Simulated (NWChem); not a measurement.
The numbers come from NWChem runs, not from measurements. System: CH3, charge 0, spin multiplicity 4, at the geometry of a parent with another charge or spin, in a state set for the comparison that need not be this species' ground state. Its SCF solution wasn't tested for a lower state. Level: UB3LYP/def2-TZVP, VWN1-RPA local correlation.

Input file:

```
start mol
memory heap 200 mb stack 900 mb global 1100 mb
geometry units angstroms nocenter noautoz
  C      0.000000     0.000000     0.000001
  H      0.000000     0.000000     1.090798
  H     -0.944657     0.000000    -0.545403
  H      0.944657     0.000000    -0.545403
  symmetry group C2v
end
basis spherical
  * library def2-tzvp
end
dft
  xc b3lyp
  odft
  mult 4
  semidirect memsize 60000000 filesize 0
  iterations 100
end
task dft energy
```

Output (cleaned and shortened):

```
             Northwest Computational Chemistry Package (NWChem) 7.3.0
             --------------------------------------------------------

                                NWChem Input Module
                                -------------------

 Scaling coordinates for geometry "geometry" by  1.889725989
 (inverse scale =  0.529177249)

 Turning off AUTOSYM since
 SYMMETRY directive was detected!

                             Geometry "geometry" -> ""
                             -------------------------

 Output coordinates in angstroms (scale by  1.889725989 to convert to a.u.)

  No.       Tag          Charge          X              Y              Z
 ---- ---------------- ---------- -------------- -------------- --------------
    1 C                    6.0000     0.00000000     0.00000000     0.00000100
    2 H                    1.0000     0.00000000     0.00000000     1.09079800
    3 H                    1.0000    -0.94465700     0.00000000    -0.54540300
    4 H                    1.0000     0.94465700     0.00000000    -0.54540300

 Effective nuclear repulsion energy (a.u.)       9.5725784505

            Nuclear Dipole moment (a.u.)
            ----------------------------
        X                 Y               Z
 ---------------- ---------------- ----------------
     0.0000000000     0.0000000000    -0.0000037795

      Symmetry information
      --------------------

 Group name             C2v
 Group number             16
 Group order               4
 No. of unique centers     3

      Symmetry unique atoms

     1    2    3


 Summary of "ao basis" -> "" (spherical)
 ------------------------------------------------------------------------------
       Tag                 Description            Shells   Functions and Types
 ---------------- ------------------------------  ------  ---------------------
 *                         def2-tzvp                  on all atoms

                                 NWChem DFT Module
                                 -----------------

 Summary of "ao basis" -> "ao basis" (spherical)
 ------------------------------------------------------------------------------
       Tag                 Description            Shells   Functions and Types
 ---------------- ------------------------------  ------  ---------------------
 C                         def2-tzvp                11       31   5s3p2d1f
 H                         def2-tzvp                 4        6   3s1p

 Summary of "ao basis" -> "ao basis" (spherical)
 ------------------------------------------------------------------------------
       Tag                 Description            Shells   Functions and Types
 ---------------- ------------------------------  ------  ---------------------
 C                         def2-tzvp                11       31   5s3p2d1f
 H                         def2-tzvp                 4        6   3s1p

      Symmetry analysis of basis
      --------------------------

        a1         23
        a2          4
        b1         13
        b2          9

            General Information
            -------------------
          SCF calculation type: DFT
          Wavefunction type:  spin polarized.
          No. of atoms     :     4
          No. of electrons :     9
           Alpha electrons :     6
            Beta electrons :     3
          Charge           :     0
          Spin multiplicity:     4
          Use of symmetry is: on ; symmetry adaption is: on
          Maximum number of iterations: 100
[...]
    14      2.191479  1 C  pz                34     -1.108758  2 H  s
    33     -0.631441  2 H  s                 40      0.536630  3 H  s
    46      0.536630  4 H  s                 39      0.267820  3 H  s
    45      0.267820  4 H  s                  5      0.209237  1 C  s
    11     -0.187674  1 C  pz                 4     -0.092612  1 C  s

                     DFT Final Beta Molecular Orbital Analysis
                     -----------------------------------------

 Vector    1  Occ=1.000000D+00  E=-1.026677D+01  Symmetry=a1
              MO Center= -4.4D-18,  6.3D-21,  1.9D-05, r^2= 2.8D-02
   Bfn.  Coefficient  Atom+Function         Bfn.  Coefficient  Atom+Function
  ----- ------------  ---------------      ----- ------------  ---------------
     2      0.609408  1 C  s                  1      0.466809  1 C  s
     3      0.032284  1 C  s

 Vector    2  Occ=1.000000D+00  E=-7.121062D-01  Symmetry=a1
              MO Center= -3.7D-15,  8.1D-17, -2.6D-02, r^2= 9.7D-01
   Bfn.  Coefficient  Atom+Function         Bfn.  Coefficient  Atom+Function
  ----- ------------  ---------------      ----- ------------  ---------------
     4      0.377948  1 C  s                  3      0.328202  1 C  s
     2     -0.206790  1 C  s                 39      0.104136  3 H  s
    45      0.104136  4 H  s                 38      0.098610  3 H  s
    44      0.098610  4 H  s                  1     -0.097809  1 C  s
     5      0.095104  1 C  s                 32      0.086716  2 H  s

 Vector    3  Occ=1.000000D+00  E=-4.885307D-01  Symmetry=b1
              MO Center= -1.8D-15, -6.5D-16, -2.4D-01, r^2= 1.2D+00
   Bfn.  Coefficient  Atom+Function         Bfn.  Coefficient  Atom+Function
  ----- ------------  ---------------      ----- ------------  ---------------
     6      0.349684  1 C  px                 9      0.243061  1 C  px
    39     -0.216603  3 H  s                 45      0.216603  4 H  s
    38     -0.152974  3 H  s                 44      0.152974  4 H  s
    12      0.101001  1 C  px                40     -0.055576  3 H  s
    46      0.055576  4 H  s

 Vector    4  Occ=0.000000D+00  E=-3.889779D-01  Symmetry=a1
              MO Center=  5.3D-15, -1.1D-16,  2.7D-01, r^2= 1.2D+00
   Bfn.  Coefficient  Atom+Function         Bfn.  Coefficient  Atom+Function
  ----- ------------  ---------------      ----- ------------  ---------------
     8      0.327517  1 C  pz                33      0.247497  2 H  s
    11      0.232292  1 C  pz                32      0.175635  2 H  s
    39     -0.132449  3 H  s                 45     -0.132449  4 H  s
    14      0.125879  1 C  pz                38     -0.088659  3 H  s
    44     -0.088659  4 H  s                 34      0.056261  2 H  s

 Vector    5  Occ=0.000000D+00  E=-1.458418D-01  Symmetry=b2
              MO Center= -1.8D-16, -7.9D-17,  3.1D-03, r^2= 1.5D+00
   Bfn.  Coefficient  Atom+Function         Bfn.  Coefficient  Atom+Function
  ----- ------------  ---------------      ----- ------------  ---------------
    13      0.448226  1 C  py                 7      0.388993  1 C  py
    10      0.351078  1 C  py

 Vector    6  Occ=0.000000D+00  E= 3.899735D-02  Symmetry=a1
              MO Center= -3.4D-14,  3.2D-16, -2.3D-01, r^2= 4.8D+00
   Bfn.  Coefficient  Atom+Function         Bfn.  Coefficient  Atom+Function
  ----- ------------  ---------------      ----- ------------  ---------------
     5      2.226647  1 C  s                 40     -1.516774  3 H  s
    46     -1.516774  4 H  s                 34     -0.961106  2 H  s
     4      0.506149  1 C  s                 14     -0.218803  1 C  pz
     3      0.211775  1 C  s                  2     -0.123832  1 C  s
    39      0.089363  3 H  s                 45      0.089363  4 H  s

   alpha - beta orbital overlaps
   -----------------------------

   alpha      1      2      3      4      5      6      7      8      9     10
    beta      1      2      4      3      5      6      8      7     10      9
 overlap   1.000  0.988  0.987  1.000  0.985  0.921  0.912  0.999  0.982  0.999

   alpha     11     12     13     14     15     16     17     18     19     20
    beta     12     11     13     15     14     17     16     18     20     19
 overlap   0.984  0.981  0.793  0.801  0.999  1.000  1.000  0.873  0.873  0.999

   alpha     21     22     23     24     25     26     27     28     29     30
    beta     21     22     23     25     24     26     28     27     29     31
 overlap   0.999  0.998  0.997  0.999  0.999  0.900  0.899  1.000  0.911  0.910

   alpha     31     32     33     34     35     36     37     38     39     40
    beta     30     32     33     35     34     36     38     37     41     39
 overlap   0.999  0.999  0.993  0.726  0.999  0.726  0.996  1.000  0.916  1.000

   alpha     41     42     43     44     45     46     47     48     49
    beta     40     43     42     44     45     47     46     48     49
 overlap   0.914  0.996  0.999  0.996  1.000  0.997  1.000  0.997  1.000

     --------------------------
     Expectation value of S2:
     --------------------------
      <S2> =      3.7529 (Exact =     3.7500)

 center of mass
 --------------
 x =   0.00000000 y =   0.00000000 z =   0.00000050

 moments of inertia (a.u.)
 ------------------
           6.423398222843           0.000000000000           0.000000000000
           0.000000000000          12.846740854204           0.000000000000
           0.000000000000           0.000000000000           6.423342631361

     Multipole analysis of the density
     ---------------------------------

     L   x y z        total         alpha         beta         nuclear
     -   - - -        -----         -----         ----         -------
     0   0 0 0     -0.000000     -6.000000     -3.000000      9.000000

     1   1 0 0      0.000000      0.000000      0.000000      0.000000
     1   0 1 0     -0.000000     -0.000000     -0.000000      0.000000
     1   0 0 1     -0.419899     -0.926600      0.506705     -0.000004

     2   2 0 0     -8.374033    -10.512922     -4.234581      6.373470
     2   1 1 0     -0.000000     -0.000000     -0.000000      0.000000
     2   1 0 1     -0.000000      0.000000     -0.000000      0.000000
     2   0 2 0     -7.360010     -5.977060     -1.382950      0.000000
     2   0 1 1     -0.000000     -0.000000      0.000000      0.000000
     2   0 0 2    -10.564162    -14.630597     -2.307090      6.373525

 Task  times  cpu:        1.1s     wall:        1.1s

 Total times  cpu:        1.1s     wall:        1.1s
```
